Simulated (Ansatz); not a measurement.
**H$_{3}$Si–Si, doublet in cc-pVDZ: errors against UCCSDT(Q)**

Geometry: displaced at random from a stationary point.

```
atom    x (Å)    y (Å)    z (Å)
  Si   0.0073   0.0073   1.1044
  Si   0.0085  -0.0088  -1.2747
   H   0.6180   1.2567   1.7223
   H  -1.5297  -0.0123   1.3224
   H   0.4729  -1.2023   1.7006
```

Basis cc-pVDZ; Ansatz 0.2.0. Only valence electrons are correlated (noble-gas cores frozen), which leaves 11 electrons in 41 orbitals. R marks a restricted (for open shells ROHF) determinant, U an unrestricted one.

Full CI isn't at hand for all of this; UCCSDT(Q) serves as the reference, and is uncertain by about the last step of the cluster series. The frozen core follows each run's orbitals, which can shift R against U totals by a few meV.

Unrestricted rows (U) aren't spin-pure: their determinants' ⟨S²⟩ exceeds S(S+1) by up to 0.22, so they mix in states of higher spin. For open shells CISD is restricted-active-space CI with the open shells as a complete middle space.

* UHF ⟨S²⟩: 0.972
* ⟨S²⟩ of the determinant under UCCSD: 0.950
* T1 diagnostic (RCCSD): 0.0190
* largest doubles amplitude (RCCSD): 0.069
* T1 diagnostic (UCCSD): 0.0584

| level | E − E(RHF) (eV) |
| --- | --- |
| UHF | -0.1295 |
| RMP2 | -4.5753 |
| UMP2 | -4.4753 |
| RCCSD | -5.7874 |
| UCCSD | -5.7851 |
| RCCSD(T) | -5.9418 |
| UCCSD(T) | -5.9392 |

Estimate how far UCCSDT(Q) in cc-pVDZ lies from RCCSD(T). The table doesn't fix it; the size of (T) and the diagnostics are the guide.

UCCSDT(Q) in cc-pVDZ lies 0.97 kcal/mol below RCCSD(T), which is 27 % of the (T) step (-3.56 kcal/mol). The diagnostics give no warning, yet the rest is a sizeable part of (T).

The other levels:

| level | E − E(UCCSDT(Q)) (kcal/mol) | share of correlation (%) | wall time |
| --- | --- | --- | --- |
| CISD | 16.52 | 88.03 | 2.9 s |
| BCCD(T) | 0.96 | 99.31 | 6 s |
| RCCSDT | 0.17 | 99.87 | – |
| UCCSDT | 0.18 | 99.87 | – |
| RCCSDT(Q) | 0.01 | 100.00 | 91 s |

The correlation energy at UCCSDT(Q), counted from RHF, is -5.984 eV. That run took 90 s on 1 thread of Arm Neoverse V2, shared host.

Times hold each run's SCF and search for its determinant on a shared host, so for small cases they say little of a method's own cost; they ran on 1 thread of Arm Neoverse V2.
